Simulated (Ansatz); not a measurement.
A nudged elastic band was laid between two geometries of C₃H₄Cl₂ (9 atoms, charge 0, multiplicity 1).

All numbers below come from RKS PBE/def2-SVP (Ansatz).

```json
{
  "movable images": "7",
  "climbing image": "from the first iteration",
  "spring": "5.0 eV/Å²",
  "optimiser": "fire",
  "start path": "IDPP",
  "force threshold": "0.05 eV/Å",
  "iteration limit": "60",
  "end points": "relaxed"
}
```

First end point:

```xyz
9
Properties=species:S:1:pos:R:3
C -0.250 -1.018 -0.529
C 0.495 0.152 0.024
Cl 2.234 0.111 -0.215
C -0.008 1.222 0.678
Cl -1.703 1.427 1.002
H -1.333 -0.911 -0.335
H -0.083 -1.105 -1.622
H 0.110 -1.962 -0.068
H 0.627 2.038 1.049
```

Last end point:

```xyz
9
Properties=species:S:1:pos:R:3
C -0.391 -0.839 -0.719
C 0.349 0.336 -0.171
Cl 1.424 1.135 -1.307
C 0.288 0.847 1.078
Cl -0.721 0.184 2.327
H -1.012 -0.539 -1.588
H 0.318 -1.614 -1.079
H -1.044 -1.279 0.057
H 0.877 1.722 1.386
```

Question: What changes between the two ends?

Answer: No bond is made or broken. The dihedral H6–C1–C2–Cl3 goes from -180 to -59°. The two ends are copies of one structure, up to a mirror image or an exchange of like atoms.

Question: What energy profile does the band end with?

Answer: The forces met the threshold. The highest image is number 4 of 0 to 8, 1.5 kcal/mol above the ends, which have the same energy within 2 meV. Another band between the same ends (7 images) ends at a top of the same energy, where a vibrational analysis finds 1 clearly imaginary mode.

```json
{"image": "0", "path coordinate (Å)": "0.00", "energy (kcal/mol)": "0.0", "dihedral H6–C1–C2–Cl3 (°)": "-180"}
{"image": "1", "path coordinate (Å)": "0.41", "energy (kcal/mol)": "0.2", "dihedral H6–C1–C2–Cl3 (°)": "-166"}
{"image": "2", "path coordinate (Å)": "0.82", "energy (kcal/mol)": "0.8", "dihedral H6–C1–C2–Cl3 (°)": "-152"}
{"image": "3", "path coordinate (Å)": "1.23", "energy (kcal/mol)": "1.3", "dihedral H6–C1–C2–Cl3 (°)": "-136"}
{"image": "4", "path coordinate (Å)": "1.64", "energy (kcal/mol)": "1.5", "dihedral H6–C1–C2–Cl3 (°)": "-121"}
{"image": "5", "path coordinate (Å)": "2.06", "energy (kcal/mol)": "1.3", "dihedral H6–C1–C2–Cl3 (°)": "-105"}
{"image": "6", "path coordinate (Å)": "2.47", "energy (kcal/mol)": "0.8", "dihedral H6–C1–C2–Cl3 (°)": "-89"}
{"image": "7", "path coordinate (Å)": "2.88", "energy (kcal/mol)": "0.2", "dihedral H6–C1–C2–Cl3 (°)": "-74"}
{"image": "8", "path coordinate (Å)": "3.29", "energy (kcal/mol)": "0.0", "dihedral H6–C1–C2–Cl3 (°)": "-59"}
```

Question: What is the geometry of the highest image?

Answer: 
```xyz
9
Properties=species:S:1:pos:R:3
C -0.319 -0.905 -0.659
C 0.451 0.277 -0.145
Cl 1.860 0.766 -1.065
C 0.153 0.995 0.959
Cl -1.220 0.604 1.949
H -1.369 -0.622 -0.879
H 0.141 -1.307 -1.580
H -0.353 -1.711 0.103
H 0.745 1.856 1.300
```

The band took 27 iterations and of the order of 11 core-minutes.

The run took 5.4 min on 2 threads of Intel(R) Xeon(R) Platinum 8259CL CPU @ 2.50GHz (Skylake/Cascade Lake), with other jobs on the host, peak memory 0.16 GiB.
